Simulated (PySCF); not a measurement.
# F2O2S (Sulfuryl fluoride): the cost of one run

Computed with PySCF 2.14.0, with density-fitted response routines of our own, on a single molecule in the gas phase. Atoms count from 0, in the outputs and in this text.

## 1. The molecule as given

5 atoms, charge 0, multiplicity 1; geometry from: GFN2-xTB. The atoms were then displaced at random by about 0.01 Å, so the start is not that level's minimum.

Bonds of the start (Å): O0–S1 1.41, S1–O2 1.40, S1–F3 1.59, S1–F4 1.60.

## 2. Relaxing the molecule at PBE0-D3(BJ)/def2-SVP

Job settings and geometry (Å):

```
{"job": {"xc": "PBE0", "basis": "def2-SVP", "d3": "d3bj", "grid": 1, "shake": 0.01, "kind": "geom"}, "charge": 0, "multiplicity": 1}
O     -0.217900    -1.130410    -0.972470
S     -0.069570    -0.165390     0.040600
O     -0.380960    -0.379060     1.385370
F     -0.711080     1.213960    -0.416610
F      1.413080     0.426940    -0.074770
```

The run is started by

```console
> OMP_NUM_THREADS=1 python probes_run.py task.json out
```

This one command runs all jobs of the session in turn.

Q: Estimate the wall time and peak memory of this first job on 1 thread of Arm Neoverse V2, shared host.

About 9.1 s, with a peak of 0.32 GiB.
